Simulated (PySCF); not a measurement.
PySCF input (PBE/jun-cc-pV(T+d)Z):

```python
import numpy as np, basis_set_exchange as bse
from pyscf import gto, scf, dft, df

basis = {'H': gto.basis.parse(bse.get_basis('jun-cc-pV(T+d)Z', elements=['H'], fmt='nwchem')), 'O': gto.basis.parse(bse.get_basis('jun-cc-pV(T+d)Z', elements=['O'], fmt='nwchem'))}
mol = gto.M(
    atom='''
    O     0.06462128    0.00157913    0.02700513
    H     0.00178962    0.80279151   -0.53584283
    H     0.01908461   -0.83637053   -0.48137831
    H    -0.53784446    0.02094599    0.80118010
    ''',
    basis=basis,
    charge=1,
    verbose=4,
    max_memory=2160,
)
mf = dft.RKS(mol, xc='pbe')
mf.grids.level = 3
mf = mf.density_fit(auxbasis=df.autoaux(mol))
mf.conv_tol = 1e-9
mf.max_cycle = 100
print('smallest overlap eigenvalue', np.linalg.eigvalsh(mol.intor('int1e_ovlp'))[0])
mf.kernel()
dip = mf.dip_moment()
```

Output:

```
PySCF version 2.14.0

[INPUT] verbose = 4
[INPUT] num. atoms = 4
[INPUT] num. electrons = 10
[INPUT] charge = 1
[INPUT] spin (= nelec alpha-beta = 2S) = 0
[INPUT] symmetry False subgroup None
[INPUT] Mole.unit = angstrom
[INPUT] Symbol           X                Y                Z      unit          X                Y                Z       unit  Magmom
[INPUT]  1 O      0.064621280000   0.001579130000   0.027005130000 AA    0.122116521019   0.002984123215   0.051032299658 Bohr   0.0
[INPUT]  2 H      0.001789620000   0.802791510000  -0.535842830000 AA    0.003381891667   1.517056089026  -1.012596194512 Bohr   0.0
[INPUT]  3 H      0.019084610000  -0.836370530000  -0.481378310000 AA    0.036064686094  -1.580511240357  -0.909673168206 Bohr   0.0
[INPUT]  4 H     -0.537844460000   0.020945990000   0.801180100000 AA   -1.016378727015   0.039582184508   1.514010965452 Bohr   0.0

nuclear repulsion = 13.9119536616545
number of shells = 16
number of NR pGTOs = 99
number of NR cGTOs = 81
basis = {'H': [[0, [33.87, 0.006068, 0.0, 0.0], [5.095, 0.045308, 0.0, 0.0], [1.159, 0.202822, 0.0, 0.0], [0.3258, 0.0, 1.0, 0.0], [0.1027, 0.0, 0.0, 1.0]], [1, [1.407, 1.0, 0.0], [0.388, 0.0, 1.0]], [2, [1.057, 1.0]]], 'O': [[0, [15330.0, 0.000508, 0.0, -0.000115, 0.0], [2299.0, 0.003929, 0.0, -0.000895, 0.0], [522.4, 0.020243, 0.0, -0.004636, 0.0], [147.3, 0.079181, 0.0, -0.018724, 0.0], [47.55, 0.230687, 0.0, -0.058463, 0.0], [16.76, 0.433118, 0.0, -0.136463, 0.0], [6.207, 0.35026, 0.0, -0.17574, 0.0], [1.752, 0.0, 1.0, 0.0, 0.0], [0.6882, -0.008154, 0.0, 0.603418, 0.0], [0.2384, 0.0, 0.0, 0.0, 1.0]], [0, [0.07376, 1.0]], [1, [34.46, 0.015928, 0.0, 0.0], [7.749, 0.09974, 0.0, 0.0], [2.28, 0.310492, 0.0, 0.0], [0.7156, 0.0, 1.0, 0.0], [0.214, 0.0, 0.0, 1.0]], [1, [0.05974, 1.0]], [2, [2.314, 1.0, 0.0], [0.645, 0.0, 1.0]], [2, [0.214, 1.0]], [3, [1.428, 1.0]]]}
ecp = {}
ETB for H: l = 0, exps = 0.2054 * 1.8^n , n = 0..10
ETB for H: l = 1, exps = 0.4907 * 2^n , n = 0..3
ETB for H: l = 2, exps = 0.776 * 2.2^n , n = 0..2
ETB for H: l = 3, exps = 1.4449999999999998 * 2.2^n , n = 0..1
ETB for O: l = 0, exps = 0.11948 * 1.8^n , n = 0..15
ETB for O: l = 1, exps = 0.11948 * 1.8^n , n = 0..13
ETB for O: l = 2, exps = 0.11948 * 1.8^n , n = 0..12
ETB for O: l = 3, exps = 0.27374 * 2.2^n , n = 0..6
ETB for O: l = 4, exps = 0.428 * 2.2^n , n = 0..4
smallest overlap eigenvalue 0.0006146472794028074

******** <class 'pyscf.df.df_jk.DFRKS'> ********
method = DFRKS
initial guess = minao
damping factor = 0
level_shift factor = 0
DIIS = <class 'pyscf.scf.diis.CDIIS'>
diis_start_cycle = 1
diis_space = 8
diis_damp = 0
SCF conv_tol = 1e-09
SCF conv_tol_grad = None
SCF max_cycles = 100
direct_scf = False
XC library pyscf.dft.libxc version 7.1.2
    S. Lehtola, C. Steigemann, M. J. T. Oliveira, and M. A. L. Marques,  SoftwareX 7, 1–5 (2018)
XC functionals = pbe
    J. P. Perdew, K. Burke, and M. Ernzerhof,  Phys. Rev. Lett. 77, 3865 (1996)
    J. P. Perdew, K. Burke, and M. Ernzerhof,  Phys. Rev. Lett. 78, 1396 (1997)
    J. P. Perdew, K. Burke, and M. Ernzerhof,  Phys. Rev. Lett. 77, 3865 (1996)
    J. P. Perdew, K. Burke, and M. Ernzerhof,  Phys. Rev. Lett. 78, 1396 (1997)
radial grids:
    Treutler-Ahlrichs [JCP 102, 346 (1995); DOI:10.1063/1.469408] (M4) radial grids

becke partition: Becke, JCP 88, 2547 (1988); DOI:10.1063/1.454033
pruning grids: <function nwchem_prune>
grids dens level: 3
symmetrized grids: False
atomic radii adjust function: <function treutler_atomic_radii_adjust>
small_rho_cutoff = 0
Set gradient conv threshold to 3.16228e-05
Initial guess from minao.
tot grids = 43512
init E= -77.0021946507295
  HOMO = -0.446840742088822  LUMO = -0.0487670976475414  gap/eV = 10.83214
cycle= 1 E= -76.6209287342938  delta_E= 0.381  |g|= 0.453  |ddm|= 0.979
  HOMO = -0.588369148658895  LUMO = -0.282075328075548  gap/eV = 8.33468
cycle= 2 E= -76.572640909506  delta_E= 0.0483  |g|=  0.7  |ddm|= 0.416
  HOMO = -0.695072755511713  LUMO = -0.305124304563419  gap/eV = 10.61104
cycle= 3 E= -76.6513614128911  delta_E= -0.0787  |g|= 0.0532  |ddm|= 0.244
  HOMO = -0.684475406952631  LUMO = -0.298524032251589  gap/eV = 10.50227
cycle= 4 E= -76.6518415777195  delta_E= -0.00048  |g|= 0.00718  |ddm|= 0.0197
  HOMO = -0.683259990044721  LUMO = -0.298356201359551  gap/eV = 10.47377
cycle= 5 E= -76.6518500467258  delta_E= -8.47e-06  |g|= 0.000433  |ddm|= 0.00306
  HOMO = -0.683318188402678  LUMO = -0.298392937638386  gap/eV = 10.47435
cycle= 6 E= -76.6518500748357  delta_E= -2.81e-08  |g|= 5.03e-05  |ddm|= 0.000199
  HOMO = -0.683328101954874  LUMO = -0.29839449584898  gap/eV = 10.47458
cycle= 7 E= -76.6518500752721  delta_E= -4.36e-10  |g|= 6.5e-06  |ddm|= 2.67e-05
  HOMO = -0.683324928906462  LUMO = -0.298393654190409  gap/eV = 10.47451
Extra cycle  E= -76.6518500752591  delta_E= 1.3e-11  |g|= 1.15e-05  |ddm|= 5.92e-06
converged SCF energy = -76.6518500752591

WARN: System has nonzero charge 1; the dipole moment is origin-dependent.
Location of origin: [0. 0. 0.]

Dipole moment(X, Y, Z, Debye): -1.21167, -0.02961, -0.50636
```
